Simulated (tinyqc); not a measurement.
Inside a calculation. Method: UKS/LDA (VWN5) in the sto-3g basis, for LiH, spin multiplicity 3. One step of it, computed by the program tinyqc.

Task: Iteration 1: building the Kohn-Sham matrix. J_ij = sum D_kl (ij|kl) with D = D(alpha) + D(beta); F = H + J + V_xc; E = tr D H + tr D J / 2 + E_xc + E_nn.

D(alpha) at the start:
```
            1Li 1s     1Li 2s    1Li 2px    1Li 2py    1Li 2pz      2H 1s
1Li 1s    0.039192  -0.189387   0.000000   0.000000   0.031753   0.114502
1Li 2s   -0.189387   0.919387   0.000000   0.000000  -0.090222  -0.608483
1Li 2px   0.000000   0.000000   0.049763  -0.217454   0.000000   0.000000
1Li 2py   0.000000   0.000000  -0.217454   0.950237   0.000000   0.000000
1Li 2pz   0.031753  -0.090222   0.000000   0.000000   0.975695  -0.736279
2H 1s     0.114502  -0.608483   0.000000   0.000000  -0.736279   1.058047
```

D(beta) at the start:
```
            1Li 1s     1Li 2s   1Li 2px   1Li 2py    1Li 2pz      2H 1s
1Li 1s    0.001545  -0.009962  0.000000  0.000000  -0.036291   0.037276
1Li 2s   -0.009962   0.064254  0.000000  0.000000   0.234074  -0.240428
1Li 2px   0.000000   0.000000  0.000000  0.000000   0.000000   0.000000
1Li 2py   0.000000   0.000000  0.000000  0.000000   0.000000   0.000000
1Li 2pz  -0.036291   0.234074  0.000000  0.000000   0.852711  -0.875858
2H 1s     0.037276  -0.240428  0.000000  0.000000  -0.875858   0.899633
```

core Hamiltonian H = T + V (hartree):
```
            1Li 1s     1Li 2s    1Li 2px    1Li 2py    1Li 2pz      2H 1s
1Li 1s   -4.655472  -1.044714   0.000000   0.000000  -0.009157  -0.093075
1Li 2s   -1.044714  -1.343100   0.000000   0.000000  -0.092094  -0.419674
1Li 2px   0.000000   0.000000  -1.092493   0.000000   0.000000   0.000000
1Li 2py   0.000000   0.000000   0.000000  -1.092493   0.000000   0.000000
1Li 2pz  -0.009157  -0.092094   0.000000   0.000000  -1.162923  -0.572438
2H 1s    -0.093075  -0.419674   0.000000   0.000000  -0.572438  -1.214566
```

Two-electron integrals (ij|kl) in chemists' order, unique and non-zero (hartree):
```
(11|11) 1.680395   (21|11) 0.265420   (21|21) 0.049941   (22|11) 0.397727
(22|21) 0.092860   (22|22) 0.290562   (31|31) 0.008981   (32|31) 0.013788
(32|32) 0.064184   (33|11) 0.396640   (33|21) 0.092880   (33|22) 0.290497
(33|33) 0.312946   (41|41) 0.008981   (42|41) 0.013788   (42|42) 0.064184
(43|43) 0.016869   (44|11) 0.396640   (44|21) 0.092880   (44|22) 0.290497
(44|33) 0.279207   (44|44) 0.312946   (51|51) 0.008981   (52|51) 0.013788
(52|52) 0.064184   (53|53) 0.016869   (54|54) 0.016869   (55|11) 0.396640
(55|21) 0.092880   (55|22) 0.290497   (55|33) 0.279207   (55|44) 0.279207
(55|55) 0.312946   (61|11) 0.021889   (61|21) 0.004163   (61|22) 0.007965
(61|33) 0.007869   (61|44) 0.007869   (61|51) 0.000539   (61|52) 0.001051
(61|55) 0.008162   (61|61) 0.000385   (62|11) 0.083951   (62|21) 0.019993
(62|22) 0.070654   (62|33) 0.066563   (62|44) 0.066563   (62|51) 0.003096
(62|52) 0.022219   (62|55) 0.078773   (62|61) 0.002028   (62|62) 0.033627
(63|31) 0.001214   (63|32) 0.006522   (63|53) 0.003003   (63|63) 0.001813
(64|41) 0.001214   (64|42) 0.006522   (64|54) 0.003003   (64|64) 0.001813
(65|11) 0.114356   (65|21) 0.027410   (65|22) 0.099535   (65|33) 0.092687
(65|44) 0.092687   (65|51) 0.004758   (65|52) 0.034298   (65|55) 0.113140
(65|61) 0.002844   (65|62) 0.050852   (65|65) 0.077403   (66|11) 0.249293
(66|21) 0.060077   (66|22) 0.234281   (66|33) 0.214475   (66|44) 0.214475
(66|51) 0.009079   (66|52) 0.085261   (66|55) 0.273784   (66|61) 0.006164
(66|62) 0.146271   (66|65) 0.227344   (66|66) 0.774606
```

nuclear repulsion = 0.74812989 hartree

V_xc(alpha) (hartree):
```
            1Li 1s     1Li 2s    1Li 2px    1Li 2py    1Li 2pz      2H 1s
1Li 1s   -0.357704  -0.080755   0.000000   0.000000   0.001624  -0.006898
1Li 2s   -0.080755  -0.250106   0.000000   0.000000   0.013825  -0.075992
1Li 2px   0.000000   0.000000  -0.226804   0.008600   0.000000   0.000000
1Li 2py   0.000000   0.000000   0.008600  -0.262406   0.000000   0.000000
1Li 2pz   0.001624   0.013825   0.000000   0.000000  -0.261028  -0.113268
2H 1s    -0.006898  -0.075992   0.000000   0.000000  -0.113268  -0.432376
```

V_xc(beta) (hartree):
```
            1Li 1s     1Li 2s    1Li 2px    1Li 2py    1Li 2pz      2H 1s
1Li 1s   -0.257321  -0.062699   0.000000   0.000000  -0.000321  -0.005708
1Li 2s   -0.062699  -0.198046   0.000000   0.000000   0.000714  -0.069839
1Li 2px   0.000000   0.000000  -0.178524   0.003504   0.000000   0.000000
1Li 2py   0.000000   0.000000   0.003504  -0.193173   0.000000   0.000000
1Li 2pz  -0.000321   0.000714   0.000000   0.000000  -0.222738  -0.105660
2H 1s    -0.005708  -0.069839   0.000000   0.000000  -0.105660  -0.410240
```

E_xc = sum of w rho eps_xc = -0.98360681 hartree

Give: Coulomb J; F(alpha); F(beta); total energy of this density.

Result:

Coulomb J (hartree):
```
         1Li 1s  1Li 2s  1Li 2px  1Li 2py  1Li 2pz  2H 1s
1Li 1s    1.459   0.342    0.000    0.000    0.001  0.030
1Li 2s    0.342   1.107    0.000    0.000    0.037  0.348
1Li 2px   0.000   0.000    1.067   -0.007    0.000  0.000
1Li 2py   0.000   0.000   -0.007    1.097    0.000  0.000
1Li 2pz   0.001   0.037    0.000    0.000    1.156  0.511
2H 1s     0.030   0.348    0.000    0.000    0.511  1.493
```

F(alpha) (hartree):
```
         1Li 1s  1Li 2s  1Li 2px  1Li 2py  1Li 2pz   2H 1s
1Li 1s   -3.554  -0.784    0.000    0.000   -0.006  -0.070
1Li 2s   -0.784  -0.486    0.000    0.000   -0.041  -0.148
1Li 2px   0.000   0.000   -0.253    0.001    0.000   0.000
1Li 2py   0.000   0.000    0.001   -0.258    0.000   0.000
1Li 2pz  -0.006  -0.041    0.000    0.000   -0.268  -0.175
2H 1s    -0.070  -0.148    0.000    0.000   -0.175  -0.154
```

F(beta) (hartree):
```
         1Li 1s  1Li 2s  1Li 2px  1Li 2py  1Li 2pz   2H 1s
1Li 1s   -3.454  -0.766    0.000    0.000   -0.008  -0.069
1Li 2s   -0.766  -0.434    0.000    0.000   -0.054  -0.142
1Li 2px   0.000   0.000   -0.204   -0.004    0.000   0.000
1Li 2py   0.000   0.000   -0.004   -0.189    0.000   0.000
1Li 2pz  -0.008  -0.054    0.000    0.000   -0.229  -0.167
2H 1s    -0.069  -0.142    0.000    0.000   -0.167  -0.132
```

total energy of this density = -1.95808 hartree

This density is the starting one.
